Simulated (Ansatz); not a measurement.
# Counterpoise correction, worked out

The pair of NH3 (SMILES N, atoms 1–4) and SiH4 (SMILES [SiH4], atoms 5–9), both closed shells, in one local arrangement (a lower one may exist), relaxed at PBE0-D4/def2-TZVP:

```tsv
atom	x (Å)	y (Å)	z (Å)
N1	-0.0237	0.2321	-1.5579
H2	-0.6852	-0.3834	-2.0153
H3	-0.2867	1.1825	-1.7883
H4	0.8841	0.0611	-1.9728
Si5	0.0217	-0.2132	1.4314
H6	0.3547	-1.5080	0.7903
H7	1.0360	0.8247	1.1274
H8	0.0443	-0.4333	2.9091
H9	-1.3455	0.2374	1.0763
```

Computed with Ansatz 0.2.0 (basis: def2-TZVPPD); correlated methods freeze the cores.

MP2 total energies in eV:

| system | geometry | basis functions | energy |
| --- | --- | --- | --- |
| pair | pair | all | -9465.87031 |
| NH3 | as in the pair | all (partner as ghosts) | -1536.32310 |
| SiH4 | as in the pair | all (partner as ghosts) | -7929.45959 |
| NH3 | as in the pair | its own | -1536.31187 |
| SiH4 | as in the pair | its own | -7929.45140 |
| NH3 | free (PBE0-D4 minimum) | its own | -1536.31233 |
| SiH4 | free (PBE0-D4 minimum) | its own | -7929.46795 |

Question: Work out the interaction energy with and without the counterpoise correction, the superposition error, and the binding energy from the relaxed fragments.

Answer: Without correction: -9465.87031 − (-1536.31187) − (-7929.45140) = -0.10704 eV.
With correction (each fragment in the whole basis): -9465.87031 − (-1536.32310) − (-7929.45959) = -0.08762 eV = -2.02 kcal/mol.
The superposition error is the difference, 0.01942 eV, 18 % of the uncorrected value: each fragment borrows its partner's functions.
Deformation from the free shapes: 0.00046 eV for NH3 and 0.01655 eV for SiH4.
Binding energy from relaxed fragments: -0.08762 + 0.00046 + 0.01655 = -0.07061 eV = -1.63 kcal/mol (electronic, without zero-point energy; negative means bound). For comparison, the corrected interaction energy by CCSD(T) at an estimated basis limit (MP2 extrapolated from triple and quadruple zeta, plus CCSD(T) − MP2 in triple zeta) is -0.103 eV.

No T1 diagnostic of these runs exceeds 0.012.

For scale, one of the runs: CCSD(T)/def2-TZVPPD, 204 basis functions, launched by `ansatz run in.yaml --threads 2 --pin off --events-out ev --progress --plain --max-ram 5222MiB`. Hardware: 2 CPU threads, shared host. Wall time 14 s; peak host memory 2.8 GiB.
